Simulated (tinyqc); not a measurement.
Worked calculation: Pariser-Parr-Pople SCF with singles CI, for the molecule N=c1cc1C=O (SMILES; centres numbered as the heavy atoms are written). Computed by tinyqc, a small Python program that keeps every step. Settings: charge = 0, gamma = Ohno, start = huckel, damping = 0.3, iteration cap = 64, excitations kept = 9. Command: `OMP_NUM_THREADS=1 python tinyqc.py 26169 26170 out.jsonl` (the two numbers bound the seeds that draw the settings). One thread of a shared host (Intel(R) Xeon(R) Processor @ 2.60GHz), about 0.02 s of CPU time with the checks. Later iterations appear only in the table of the cycle.

## PPP integrals

Centres (angstrom, eV; a flat drawing with bonds scaled to 1.40 angstrom):
```
centre          x          y  core charge z          W   gamma_rr
1N       2.438000  -0.652000              1  14.100000  12.300000
2C       1.221000   0.040000              1  11.160000  11.130000
3C       0.512000   1.247000              1  11.160000  11.130000
4C      -0.179000   0.030000              1  11.160000  11.130000
5C      -1.387000  -0.678000              1  11.160000  11.130000
6O      -2.604000   0.013000              1  17.700000  15.200000
```

Resonance integrals (eV):
```
i  j       beta
1  2  -2.230000
2  3  -2.120000
3  4  -2.120000
4  5  -2.120000
5  6  -2.230000
4  2  -2.120000
```

Ohno: gamma = 14.399645/sqrt(R^2 + a^2), a = 2 x 14.399645/(gamma_rr + gamma_ss); H_rr = -W_r - sum_(s != r) z_s gamma_rs; H_rs = beta for bonds.

repulsion gamma_rs (eV):
```
           1N         2C         3C         4C         5C         6O
1N  12.300000   7.729249   4.846822   4.847334   3.584026   2.773231
2C   7.729249  11.130000   7.554351   7.553758   4.802277   3.619451
3C   4.846822   7.554351  11.130000   7.555349   4.803709   4.084521
4C   4.847334   7.553758   7.555349  11.130000   7.553313   5.412760
5C   3.584026   4.802277   4.803709   7.553313  11.130000   8.106939
6O   2.773231   3.619451   4.084521   5.412760   8.106939  15.200000
```

core matrix H (eV):
```
            1N          2C          3C          4C          5C          6O
1N  -37.880663   -2.230000    0.000000    0.000000    0.000000    0.000000
2C   -2.230000  -42.419086   -2.120000   -2.120000    0.000000    0.000000
3C    0.000000   -2.120000  -40.004752   -2.120000    0.000000    0.000000
4C    0.000000   -2.120000   -2.120000  -44.082514   -2.120000    0.000000
5C    0.000000    0.000000    0.000000   -2.120000  -40.010265   -2.230000
6O    0.000000    0.000000    0.000000    0.000000   -2.230000  -41.696903
```

## Starting guess

pi electrons, sum of z_r less the charge = 6

Orbitals of the Hueckel matrix of the beta values.

P at the start:
```
           1N         2C         3C         4C         5C         6O
1N   1.426909   0.777877  -0.264723  -0.289846  -0.095519   0.222360
2C   0.777877   0.899696   0.463958   0.397035  -0.053188  -0.095519
3C  -0.264723   0.463958   0.828832   0.746357  -0.026762  -0.357214
4C  -0.289846   0.397035   0.746357   0.868994   0.423797   0.067368
5C  -0.095519  -0.053188  -0.026762   0.423797   1.019807   0.898518
6O   0.222360  -0.095519  -0.357214   0.067368   0.898518   0.955762
```

## Iteration 1: Fock matrix

F_rr = H_rr + P_rr gamma_rr / 2 + sum_(s != r) P_ss gamma_rs; F_rs = H_rs - P_rs gamma_rs / 2; E = tr P (H + F) / 2 + core repulsion sum_(r<s) z_r z_s gamma_rs.

F (eV):
```
           1N         2C         3C         4C         5C          6O
1N  -7.616131  -5.236203   0.641532   0.702489   0.171171   -0.308328
2C  -5.236203  -5.201157  -3.872451  -3.619552   0.127712    0.172863
3C   0.641532  -3.872451  -6.311471  -4.939493   0.064278    0.729523
4C   0.702489  -3.619552  -4.939493  -6.395425  -3.720534   -0.182324
5C   0.171171   0.127712   0.064278  -3.720534  -6.606813   -5.872117
6O  -0.308328   0.172863   0.729523  -0.182324  -5.872117  -10.863003
```

pi energy = -85.716048 eV

## Iteration 1: orbitals and new P

Diagonalise F (the basis is taken as orthonormal) and form P = 2 sum c c over the lowest orbitals; 0.3 of the old P is kept.

orbital energies (eV): -16.121561  -14.446551  -10.262882  -3.447032  0.106634  1.177391

P after iteration 1:
```
           1N         2C         3C         4C         5C         6O
1N   1.426480   0.797981  -0.219228  -0.280768  -0.132567   0.186086
2C   0.797981   0.842464   0.430130   0.379610  -0.020996  -0.077965
3C  -0.219228   0.430130   0.809563   0.785767   0.066018  -0.319981
4C  -0.280768   0.379610   0.785767   0.887680   0.379000   0.031320
5C  -0.132567  -0.020996   0.066018   0.379000   0.812096   0.880034
6O   0.186086  -0.077965  -0.319981   0.031320   0.880034   1.221717
```

## Iteration 2: Fock matrix

As before.

F (eV):
```
           1N         2C         3C         4C         5C          6O
1N  -8.070831  -5.313897   0.531280   0.680488   0.237562   -0.258029
2C  -5.313897  -5.562257  -3.744676  -3.553743   0.050414    0.141095
3C   0.531280  -3.744676  -6.623438  -5.088371  -0.158566    0.653485
4C   0.680488  -3.553743  -5.088371  -7.000773  -3.551355   -0.084765
5C   0.237562   0.050414  -0.158566  -3.551355  -5.834448   -5.797190
6O  -0.258029   0.141095   0.653485  -0.084765  -5.797190  -10.711548
```

pi energy = -86.530300 eV

## Iteration 2: orbitals and new P

As before.

orbital energies (eV): -16.188719  -14.374561  -10.721575  -3.184456  -0.124823  0.790840

P after iteration 2:
```
           1N         2C         3C         4C         5C         6O
1N   1.424209   0.810918  -0.198571  -0.278868  -0.135796   0.159975
2C   0.810918   0.816301   0.408116   0.368402  -0.006392  -0.069019
3C  -0.198571   0.408116   0.796676   0.808606   0.098741  -0.292691
4C  -0.278868   0.368402   0.808606   0.912863   0.350880   0.015678
5C  -0.135796  -0.006392   0.098741   0.350880   0.711719   0.867758
6O   0.159975  -0.069019  -0.292691   0.015678   0.867758   1.338232
```

## Iteration 3: Fock matrix

As before.

F (eV):
```
           1N         2C         3C         4C         5C          6O
1N  -8.264040  -5.363892   0.481219   0.675883   0.243349   -0.221824
2C  -5.363892  -5.692850  -3.661525  -3.511409   0.015348    0.124906
3C   0.481219  -3.661525  -6.719811  -5.174650  -0.237161    0.597752
4C   0.675883  -3.511409  -5.174650  -7.294144  -3.445153   -0.042430
5C   0.243349   0.015348  -0.237161  -3.445153  -5.453936   -5.747431
6O  -0.221824   0.124906   0.597752  -0.042430  -5.747431  -10.657106
```

pi energy = -86.867718 eV

## Iteration 3: orbitals and new P

As before.

orbital energies (eV): -16.262504  -14.260419  -10.927213  -3.082784  -0.207541  0.658574

P after iteration 3:
```
           1N         2C         3C         4C         5C         6O
1N   1.421792   0.819002  -0.188364  -0.278765  -0.130708   0.143090
2C   0.819002   0.803750   0.394034   0.361422   0.000748  -0.064222
3C  -0.188364   0.394034   0.787433   0.821780   0.109868  -0.274255
4C  -0.278765   0.361422   0.821780   0.933837   0.333080   0.007837
5C  -0.130708   0.000748   0.109868   0.333080   0.661284   0.860276
6O   0.143090  -0.064222  -0.274255   0.007837   0.860276   1.391904
```

## Convergence

Stop when output and input P, before any damping, agree to 1e-7.

Course of the cycle:
```
iteration        E (eV)  largest |P(out) - P(in)|
1          -85.71604844                  3.80e-01
2          -86.53029997                  1.66e-01
3          -86.86771769                  7.67e-02
4          -86.99835648                  3.77e-02
5          -87.04761503                  2.04e-02
6          -87.06598673                  1.14e-02
7          -87.07281022                  6.47e-03
8          -87.07534233                  3.74e-03
9          -87.07628281                  2.19e-03
10         -87.07663282                  1.32e-03
11         -87.07676345                  7.96e-04
...                 ...                       ...
23         -87.07684201                  3.27e-06
24         -87.07684201                  2.12e-06
25         -87.07684201                  1.40e-06
26         -87.07684201                  1.00e-06
27         -87.07684201                  7.14e-07
28         -87.07684201                  5.08e-07
29         -87.07684201                  3.60e-07
30         -87.07684201                  2.55e-07
31         -87.07684201                  1.80e-07
32         -87.07684201                  1.27e-07
33         -87.07684201                  8.96e-08
```

Converged in 33 iterations.

## Converged orbitals

Charges are z - P_rr.

orbital energies (eV): -16.299665  -14.086354  -11.133420  -2.955969  -0.257631  0.570450

coefficients:
```
         MO1        MO2        MO3        MO4        MO5        MO6
1N  0.250133  -0.248497   0.764239  -0.151334  -0.396617  -0.333789
2C  0.473423  -0.289372   0.294941   0.114125   0.565082   0.522304
3C  0.474595  -0.209855  -0.339495   0.605111  -0.496745   0.050476
4C  0.572872  -0.071054  -0.393262  -0.456262   0.239879  -0.496384
5C  0.303883   0.456025  -0.023768  -0.479759  -0.415156   0.544617
6O  0.259879   0.772959   0.241810   0.399461   0.216159  -0.265010
```

pi charges: 1N -0.416756, 2C 0.210289, 3C 0.230927, 4C 0.024228, 5C 0.398263, 6O -0.446951

## Singles CI, singlets

Over the 9 single excitations with the smallest orbital gaps: A = (e_a - e_i) delta + 2 (ia|jb) - (ij|ab), with (pq|rs) = sum c_mp c_mq gamma_mn c_nr c_ns. f = 2/3 w |mu|^2 in atomic units, mu = sqrt2 sum c_ia sum_m c_mi c_ma R_m.

singlet CI matrix (eV):
```
           3>4        3>5        2>4        3>6        1>4        2>5       2>6        1>5
3>4   3.632092   0.463471   0.055974  -0.396898   0.092239  -0.286572  0.484338  -0.023453
3>5   0.463471   5.725860  -0.211887  -0.243828   0.212620   0.252694  0.364850   0.229876
2>4   0.055974  -0.211887   6.203568  -0.083463   0.107230  -0.019400  0.231291  -0.456448
3>6  -0.396898  -0.243828  -0.083463   6.766571  -0.224324   0.260723  0.044800  -0.156994
1>4   0.092239   0.212620   0.107230  -0.224324   7.857061  -0.032782  0.100266   0.263997
2>5  -0.286572   0.252694  -0.019400   0.260723  -0.032782   9.076181  0.697645   0.405740
2>6   0.484338   0.364850   0.231291   0.044800   0.100266   0.697645  9.312032   0.673170
1>5  -0.023453   0.229876  -0.456448  -0.156994   0.263997   0.405740  0.673170   9.883327
1>6  -0.229138  -0.355514   0.533500   0.292800  -0.314706   0.718804  0.089330  -0.057223

           1>6
3>4  -0.229138
3>5  -0.355514
2>4   0.533500
3>6   0.292800
1>4  -0.314706
2>5   0.718804
2>6   0.089330
1>5  -0.057223
1>6  10.527042
```

singlet excitation energies (eV): 3.443408  5.557311  6.109592  6.775078  7.853284  8.458296  9.071956  10.640907  11.073904

oscillator strengths: 0.212532  0.875785  0.103794  0.034330  0.349083  0.143522  0.005387  0.005391  0.014017

## Singles CI, triplets

Over the 9 single excitations with the smallest orbital gaps: A = (e_a - e_i) delta - (ij|ab), with (pq|rs) = sum c_mp c_mq gamma_mn c_nr c_ns.

triplet CI matrix (eV):
```
           3>4        3>5        2>4        3>6        1>4        2>5       2>6        1>5
3>4   2.522546   0.203780  -0.613226  -0.901559   0.883869  -0.116483  0.585868  -0.537137
3>5   0.203780   4.039069  -0.116483  -1.298449  -0.537137   0.346129  0.935870   0.153366
2>4  -0.613226  -0.116483   4.228703   0.585868  -0.202606  -1.006644  1.274546  -0.778723
3>6  -0.901559  -1.298449   0.585868   5.272766   0.090514   0.935870  0.038457  -0.675070
1>4   0.883869  -0.537137  -0.202606   0.090514   6.186876  -0.778723  1.002000   0.634592
2>5  -0.116483   0.346129  -1.006644   0.935870  -0.778723   8.133648  1.329814   0.704059
2>6   0.585868   0.935870   1.274546   0.038457   1.002000   1.329814  8.149923   1.110452
1>5  -0.537137   0.153366  -0.778723  -0.675070   0.634592   0.704059  1.110452   8.890326
1>6   0.090514  -0.675070   1.002000   0.290206  -0.637175   1.110452  0.072894  -0.107958

           1>6
3>4   0.090514
3>5  -0.675070
2>4   1.002000
3>6   0.290206
1>4  -0.637175
2>5   1.110452
2>6   0.072894
1>5  -0.107958
1>6   9.709032
```

triplet excitation energies (eV): 1.715974  2.778500  3.055927  5.741844  6.443520  7.933850  8.126118  10.427376  10.909780
